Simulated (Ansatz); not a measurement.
Ansatz (a program for electronic structure) input (CCSD(T)/cc-pVTZ):

Ansatz 0.2 input:
```yaml
crystal:
  periodic: [false, false, false]
  atoms:
    - {symbol: N, position_ang: [-0.00000000, -0.00000000, -1.20500663]}
    - {symbol: N, position_ang: [-0.00000000, -0.00000000, -0.06983899]}
    - {symbol: O, position_ang: [0.00000000, 0.00000000, 1.11548992]}
basis:
  gaussian:
    orbitals: cc-pVTZ
total_charge: 1
magnetization: {spin_polarized: true, initial_magnetization: 1}
correlation: {method: ccsd_t, electrons: outside_noble_gas}
```

Output:

```
Functional definition: HF
integrals: 0.13 GiB planned
554 factors; integrals over basis functions are off by at most 8.4e-4 eV
mean field: 0.17 GiB planned
mean field evaluation 1: about -4986.6012 eV, gradient 1.9e1 eV
mean field evaluation 2: about -4986.6100 eV, gradient 2.0e1 eV
mean field evaluation 4: about -4988.5482 eV, gradient 4.4e0 eV
mean field evaluation 8: about -4988.9664 eV, gradient 5.0e-1 eV
mean field evaluation 16: about -4989.0138 eV, gradient 7.2e-3 eV
mean field evaluation 32: about -4988.9992 eV, gradient 3.1e-1 eV
mean field evaluation 64: about -4989.0138 eV, gradient 5.9e-3 eV
mean field evaluation 96: about -4989.0132 eV, gradient 8.6e-2 eV
mean field -4989.01378863 eV, -183.3428750572 hartree, gradient 1.5e-6 eV, S^2 1.011663; 2 other end points of the search recorded, 0 dependent functions left out
3 core orbitals not correlated
reference -4989.01378863 eV, -183.3428750572 hartree; 8, 7 occupied and 79, 80 virtual orbitals, 554 factors
second order -14.54956057 eV of doubles, -0.00000000 eV of singles
coupled cluster: 0.39 GiB planned
cycle   1  -14.36225156 eV  change    1.9e-1 eV  update   1.3e-1
cycle   2  -15.01560034 eV  change   -6.5e-1 eV  update   5.5e-2
cycle   3  -15.34143902 eV  change   -3.3e-1 eV  update   4.3e-2
cycle   4  -15.38794465 eV  change   -4.7e-2 eV  update   1.7e-2
cycle   5  -15.38643129 eV  change    1.5e-3 eV  update   7.6e-3
cycle   6  -15.39185361 eV  change   -5.4e-3 eV  update   2.6e-3
cycle   7  -15.39246002 eV  change   -6.1e-4 eV  update   1.4e-3
cycle   8  -15.39241125 eV  change    4.9e-5 eV  update   6.7e-4
cycle   9  -15.39268684 eV  change   -2.8e-4 eV  update   2.9e-4
cycle  10  -15.39259405 eV  change    9.3e-5 eV  update   1.4e-4
cycle  11  -15.39272759 eV  change   -1.3e-4 eV  update   7.2e-5
cycle  12  -15.39274398 eV  change   -1.6e-5 eV  update   3.5e-5
cycle  13  -15.39275635 eV  change   -1.2e-5 eV  update   1.5e-5
coupled cluster: 0.39 GiB planned
perturbative correction -0.81309374 eV, -0.0298806437 hartree
Total energy: -5005.21963872 eV, -183.9384290631 hartree
```

The determinant is spin-contaminated: <S^2> is 1.01 against 0.75 for a pure state.
